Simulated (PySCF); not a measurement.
# Neon: a sound run and one with changed settings

Sound run: Ne [Ne], Ne⁺ [He] 2s2 2p5. Computed with PySCF 2.14 in def2-TZVP, with the non-relativistic Hamiltonian (point nucleus). In the sound run the correlated levels freeze 1s2. The sound run starts from symmetry-adapted Hartree-Fock orbitals and uses a fine grid where one is needed.

A second run was set up differently.

```tsv
species	method	sound run (hartree)	changed run (hartree)	converged
Ne	UHF	-128.54149	-126.60453	yes
Ne	M06-L	-128.95221	-126.95987	yes
Ne	B3LYP	-128.97303	-126.92639	yes
Ne	MP2	-128.80312	-126.60453	yes
Ne⁺	UHF	-127.81851	-126.06147	yes
Ne⁺	M06-L	-128.17311	-126.35495	yes
Ne⁺	B3LYP	-128.17623	-126.34172	yes
Ne⁺	MP2	-128.01175	-126.06147	yes
```

Ionisation energy of Ne:

```json
{"method": "UHF", "sound run (eV)": "19.673", "changed run (eV)": "14.777"}
{"method": "M06-L", "sound run (eV)": "21.200", "changed run (eV)": "16.461"}
{"method": "B3LYP", "sound run (eV)": "21.682", "changed run (eV)": "15.910"}
{"method": "MP2", "sound run (eV)": "21.534", "changed run (eV)": "14.777"}
{"method": "SCS-MP2", "sound run (eV)": "21.388", "changed run (eV)": "14.777"}
```

What was changed?
A. minimal basis
B. angular grid far too coarse
C. radial grid too coarse
D. a valence shell is frozen

A. It used basis STO-3G. A minimal basis cannot let orbitals breathe on ionisation and holds almost no correlation.
